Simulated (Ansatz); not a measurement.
System: rock-salt MgS. Method: PBE-D3(BJ) in Ansatz (plane waves, PAW).

Numerical settings: plane-wave cutoff 500 eV, 10×10×10 k mesh, gaussian smearing 0.02 eV, scalar-relativistic PAW data made under PBE.

Cell (relaxed at this level):

```xyz
2
Lattice="0.0000 2.5774 2.5774 2.5774 0.0000 2.5774 2.5774 2.5774 0.0000" Properties=species:S:1:pos:R:3 pbc="T T T"
Mg     0.0000     0.0000     0.0000
S      2.5774     2.5774     2.5774
```

Task: Give the computed band gap.

Result: 
* **band gap**: 2.85 eV (on the SCF k mesh)

Computed values are for the static lattice.

It cost roughly 7 core-seconds of CPU time.

Ansatz is an electronic-structure program.
